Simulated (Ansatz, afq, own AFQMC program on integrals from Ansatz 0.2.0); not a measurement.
# BGe, quartet in cc-pVDZ, levels against full CI

```xyz
2

Ge    0.0000    0.0000    0.0000
B     0.0000    0.0000    1.9774
```

Basis cc-pVDZ. Only valence electrons are correlated. Ansatz 0.2.0 and our own AFQMC program on the same integrals; the CISD trial comes from CCSD amplitudes, and released means the phaseless constraint is let go. ± is one standard error of the sampling. No spin–orbit coupling.

Determinant: UHF, the one that the program's search chose, which needn't be the lowest solution. The geometry is a PBE0/def2-TZVP stationary point of this or a neighbouring charge and spin state.

Full CI on the same integrals is exact in this basis and with this determinant's frozen core.

Cautions: no relativity below Rb; no spin-orbit coupling; inner d shell frozen; raised T1 diagnostic (T1 0.040, weight of the determinant 0.87, largest double 0.09); the released energies are still falling, so no released level is given (meV from the phaseless value at times in 1/Eh: -6 ± 3 at 0.24, -12 ± 3 at 0.51, -21 ± 5 at 0.99, -23.1 ± 2.3 at 1.62, -27 ± 4 at 2.40).

- T1 diagnostic: 0.0401
- weight of the determinant in the CISD state: 0.866
- ⟨S²⟩ of the determinant: 3.755
- size of the correlated space: 7 electrons in 26 orbitals

```json
{"level": "MP2", "correlation energy (eV)": "-2.8755"}
{"level": "CCSD", "correlation energy (eV)": "-3.6580"}
{"level": "CCSD(T)", "correlation energy (eV)": "-3.8450"}
```

(1) Estimate where phaseless AFQMC with a CISD trial lies against CCSD(T) on the same integrals.

(1) 2.3 ± 0.3 kJ/mol below CCSD(T).

Reference: full CI, correlation energy -3.910 eV.

```json
{"level": "CCSD(T)", "E − E(reference) (kJ/mol)": "6.3", "share of correlation (%)": "98.34"}
{"level": "CCSDT", "E − E(reference) (kJ/mol)": "1.5", "share of correlation (%)": "99.59"}
{"level": "CCSDT(Q)", "E − E(reference) (kJ/mol)": "0.2", "share of correlation (%)": "99.96"}
{"level": "CCSDTQ", "E − E(reference) (kJ/mol)": "0.1", "share of correlation (%)": "99.98"}
{"level": "ph-AFQMC/HF", "E − E(reference) (kJ/mol)": "15.8 ± 2.0", "share of correlation (%)": "95.82"}
{"level": "ph-AFQMC/CISD", "E − E(reference) (kJ/mol)": "3.9 ± 0.3", "share of correlation (%)": "98.96"}
```

CCSDT and higher add their correlation energy to the determinant of the CCSD(T) run, since their own runs factorise the integrals more tightly (a shift of under 2 meV). A walk keeps the symmetry of its determinant, which the program's search chose and which needn't be the lowest solution, so a lower state of the same spin and another symmetry isn't excluded.
